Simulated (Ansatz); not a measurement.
This script makes a rigid torsion scan of C2H3F2, SMILES C[C](F)F with Ansatz 0.2.0, Python API.

`torsion.py`:
```python
"""Energy of C2H3F2 as one group turns about a bond."""

import ansatz
from ase import Atoms

BASIS_SET = "def2-SVP"
XC = "cam_b3lyp"
FORCE_TOL = 0.02


def main() -> None:
    atoms = Atoms(["C", "C", "F", "F", "H", "H", "H"], positions=[
        (-0.1311, 0.5907, -0.0324),
        (0.1985, -0.7955, 0.0532),
        (-0.7746, -1.7513, -0.0466),
        (1.5717, -1.1268, 0.2047),
        (0.5156, 1.2484, 0.5131),
        (-1.1892, 0.8036, 0.346),
        (-0.1297, 0.9629, -1.0838),
    ])

    # relax first, so that the scan starts from a minimum
    first = (
        ansatz.Crystal.molecule_from_ase(atoms).calculation()
        .basis(gaussian=BASIS_SET)
        .functional(XC)
        .spin("collinear", total=1)
        .relax(force_tolerance=FORCE_TOL, max_steps=80)
    )
    atoms.positions = first.run(threads=1, pin="off").report["positions_ang"]

    start = atoms.get_dihedral(4, 0, 1, 2)
    energies = {}
    for turn in range(0, 360, 30):
        turned = atoms.copy()
        turned.set_dihedral(4, 0, 1, 2, start + turn, indices=[1, 2, 3])
        base = (
            ansatz.Crystal.molecule_from_ase(turned).calculation()
            .basis(gaussian=BASIS_SET)
            .functional(XC)
            .spin("collinear", total=1)
        )
        energies[round((start + turn) % 360)] = base.run(threads=1, pin="off").report["free_energy_ev"]
    floor = min(energies.values())
    print("dihedral H4-C0-C1-F2 (deg)   E - E(min) (eV)")
    for angle, e in sorted(energies.items()):
        print(f"{angle:8d} {(e - floor):14.3f}  " + "#" * int(30 * (e - floor) / max(max(energies.values()) - floor, 1e-9)))


if __name__ == "__main__":
    main()
```

Where along the turn do the lowest and the highest point lie, and how far apart are they?

The lowest point is at 175° and the highest at 115°, 0.101 eV (9.7 kJ/mol) above it, with the rest of the molecule held.

The output:

```console
$ python torsion.py
dihedral H4-C0-C1-F2 (deg)   E - E(min) (eV)
      25          0.052  ###############
      55          0.002
      85          0.050  ##############
     115          0.101  #############################
     145          0.051  ###############
     175          0.000
     205          0.048  ##############
     235          0.101  ##############################
     265          0.053  ###############
     295          0.002
     325          0.049  ##############
     355          0.100  #############################
```

Reading the output:
- The scan is rigid and the energies are electronic, in a modest basis. With rigid groups the curve can differ much from the relaxed path, the start wasn't checked as a minimum of this torsion, and equivalent turns needn't return to the same energy.
- The species is open-shell (spin multiplicity 2).
- Wall time of the script: 37 s on 1 thread of Intel(R) Xeon(R) Processor @ 2.30GHz, on a shared host, peak memory 0.3 GiB.
